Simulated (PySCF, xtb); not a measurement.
propyne (C3H4), SMILES C#CC.

xtb 6.7.1 with GFN2-xTB at its own geometry gives an orbital gap of 7.08 eV and a dipole moment of 0.77 D.

Geometry optimised at ωB97X-D3(BJ)/def2-TZVP.

Problem. What does HF/def2-TZVPD run with PySCF give? (The exact figures need the calculation; the answer reports its results.)

Solution. gap 12.38 eV (levels -10.50 and 1.88 eV), dipole 0.78 D.
